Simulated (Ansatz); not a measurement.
`[CH2]N(C)C` radical, 12 atoms. Total charge 0; spin multiplicity 2. All runs use 4 threads of a server CPU on a shared host. Correlated methods freeze the cores. Open-shell runs search over several starts.

Problem. Give the basis size and wall time and peak host memory of each of these runs in Ansatz. UKS PBE0-D4/def2-TZVP frequencies; UKS ωB97M-V/def2-SVP energy; UKS CAM-B3LYP-D4/def2-TZVPP energy; UKS PBE0-D4/def2-SVP energy; UKS ωB97X-V/def2-TZVPP energy; UKS HSE06-D4/def2-TZVPP energy; UHF-CCSD(T)/def2-SVP energy; direct RPA on PBE orbitals/def2-TZVPP energy; UHF-MP2/def2-QZVPP energy; UKS r2SCAN0-D4/def2-TZVPP energy; UKS ωB97M-V/def2-QZVPP energy; UKS PBE0-D4/def2-QZVPP energy. (Best estimate.)

Solution. The calculation gave: Other jobs shared the machine, so times are rough.

| level | job | functions | wall time | peak host memory (GiB) |
| --- | --- | --- | --- | --- |
| UKS PBE0-D4/def2-SVP | energy | 96 | 1.4 s | 0.22 |
| UKS CAM-B3LYP-D4/def2-TZVPP | energy | 236 | 5.5 s | 0.75 |
| UKS HSE06-D4/def2-TZVPP | energy | 236 | 5.5 s | 0.67 |
| UKS ωB97M-V/def2-SVP | energy | 96 | 6 s | 0.4 |
| direct RPA on PBE orbitals/def2-TZVPP | energy | 236 | 7 s | 0.77 |
| UKS r2SCAN0-D4/def2-TZVPP | energy | 236 | 8.5 s | 0.69 |
| UKS ωB97X-V/def2-TZVPP | energy | 236 | 11 s | 0.85 |
| UHF-CCSD(T)/def2-SVP | energy | 96 | 14 s | 0.84 |
| UKS PBE0-D4/def2-QZVPP | energy | 468 | 15 s | 1.9 |
| UHF-MP2/def2-QZVPP | energy | 468 | 31 s | 3.1 |
| UKS ωB97M-V/def2-QZVPP | energy | 468 | 31 s | 2.4 |
| UKS PBE0-D4/def2-TZVP | frequencies | 172 | 2.4 min | 0.42 |

HSE06 is defined as in plane-wave codes.
